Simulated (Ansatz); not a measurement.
For rock-salt CaO, PBE (plane waves, PAW; Ansatz, a program for electronic structure) gives:

| Quantity | Value |
|---|---|
| lattice constant a | 4.831 Å |
| bulk modulus B0 | 105 GPa |
| cohesive energy | 5.46 eV/atom |
| band gap at the measured cell | 3.66 eV |
| elastic constant C11 | 201 GPa |
| elastic constant C44 | 75.7 GPa |
| polycrystal shear modulus | 74.1 GPa |

Task: What does PBE0 in Ansatz (plane waves, PAW) give for the same quantities?

Result: 
- lattice constant a: 4.797 Å (decreases by 0.7 %)
- bulk modulus: 115 GPa (grows by 9.5 %)
- cohesive energy: 5.27 eV/atom (shrinks by 0.19 eV/atom)
- band gap at the measured cell: 6.05 eV (rises by 2.39 eV)
- elastic constant C11: 222 GPa (grows by 10 %)
- elastic constant C44: 81.1 GPa (increases by 7.1 %)
- Voigt–Reuss–Hill shear modulus: 80.8 GPa (grows by 9.0 %)

For comparison: lattice constant a 4.781 Å (measured, zero-point anharmonic expansion removed; as tabulated in Chen et al. (2018), doi:10.1103/physrevmaterials.2.073803); bulk modulus 120 GPa (measured, low temperature, extrapolated to 0 K; as tabulated in Chen et al. (2018), doi:10.1103/physrevmaterials.2.073803); cohesive energy 5.53 ± 0.03 eV/atom (derived here from tabulated measurements, copied from a table, unchecked, brought to a static lattice with a Debye model, atoms in their spin–orbit ground levels; inputs from the CRC Handbook); elastic constant C11 219 GPa (measured, room temperature, no zero-point or thermal correction; as tabulated in Speziale et al. (2006), doi:10.1029/2005jb003823); elastic constant C44 80 GPa (measured, room temperature, not corrected to a static lattice; as tabulated in Speziale et al. (2006), doi:10.1029/2005jb003823).

Changes are worked out from the printed values.

Unless a cell is named, each level is at its own relaxed cell (PBE 14.09, PBE0 13.80 Å³/atom).

Density-functional gaps are differences of (generalised) Kohn–Sham levels.

Ansatz's density-functional and Hartree–Fock values are scalar-relativistic unless marked +SOC, with PAW data made under PBE.
